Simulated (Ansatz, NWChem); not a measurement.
**A ladder of methods for C3H8 (propane)**

The species is C3H8 (11 atoms), meant as a singlet with charge 0. SMILES: `CCC`. The coordinates come from a PBE0-D4/def2-TZVP relaxation.

```xyz
11

C    -0.8325    0.7243   -0.6585
C    -0.1240    0.1851    0.5726
C     0.9243   -0.8614    0.2345
H    -1.3404   -0.0774   -1.2023
H    -0.1223    1.1890   -1.3486
H    -1.5817    1.4752   -0.3968
H     0.3470    1.0121    1.1147
H    -0.8610   -0.2447    1.2594
H     1.4230   -1.2378    1.1308
H     1.6927   -0.4488   -0.4257
H     0.4750   -1.7157   -0.2802
```

Quantity: the atomisation enthalpy at 298 K, in kJ/mol. The values are calculated. The thermal term (zero-point and 298 K enthalpy, harmonic and unscaled) is that of PBE0-D4/def2-TZVP; the spin-orbit lowering of the free atoms at 298 K, 0.0 kJ/mol by their spectra, is taken off.

**The experiment to reproduce.** Active Thermochemical Tables gives the atomisation enthalpy at 298 K of the gas as 3999 kJ/mol.

```tsv
level	kind	program	value (kJ/mol)	computed − measured	CPU time (all runs)
HF/def2-SVP	Hartree–Fock	NWChem	3070	-929	9.6 s
PBE/def2-SVP	GGA	Ansatz	4051	+52	7.8 s
revPBE/def2-SVP	GGA	NWChem	3937	-62	36 s
M06-L/def2-SVP	meta-GGA	NWChem	4020	+21	34 s
PBE0/def2-SVP	global hybrid	Ansatz	4028	+29	7.9 s
HSE06/def2-SVP	range-separated hybrid	Ansatz	4031	+32	7.2 s
PBE-QIDH/def2-SVP	double hybrid	Ansatz	3980	-19	9 s
MP3/def2-SVP	perturbation theory	NWChem	3850	-149	29 s
CCSD(T)/def2-SVP	coupled cluster or CI	Ansatz	3848	-151	13 s
CCSD/def2-SVP	coupled cluster or CI	NWChem	3821	-178	44 s
```

Nearest: PBE-QIDH/def2-SVP (-19 kJ/mol); farthest: HF/def2-SVP (-929 kJ/mol). Computed less measured by kind, in kJ/mol (def2-SVP rows): Hartree–Fock -929; GGA -62 to +52; meta-GGA +21; global hybrid +29; range-separated hybrid +32; double hybrid -19; perturbation theory -149; coupled cluster or CI -178 to -151. Wave-function methods converge slowly with the basis and bind too weakly in sets of this size; that is part of their error here. CPU times are rough (shared hosts, several kinds of processor): they show what a rung costs within a factor of a few.
